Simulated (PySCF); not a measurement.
**Converging OF in the basis (PBE0)**

PySCF, UKS reference; doublet, unpaired electrons π ↑; De to O + F without counterpoise correction.

```tsv
basis	relativity	functions	Re (Å)	ωe (cm⁻¹)	De (eV)	μ (D)
def2-SVP	no relativity	28	1.324	1171	2.39	0.06
aug-cc-pVDZ	no relativity	46	1.334	1151	2.28	0.04
def2-TZVP	no relativity	62	1.330	1169	2.36	0.05
```

(1) How does each smaller set differ from the one with most functions, def2-TZVP?

A positive dipole means O(−)F(+). The state is the lowest determinant that a PBE0 search found; another state may lie lower at other levels.

## Answers

(1) def2-SVP: -0.6 pm, +0.2 % in ωe, +0.03 eV in De; aug-cc-pVDZ: +0.4 pm, -1.5 % in ωe, -0.08 eV in De. All at PBE0; the set with most functions is neither the basis-set limit nor always the best.
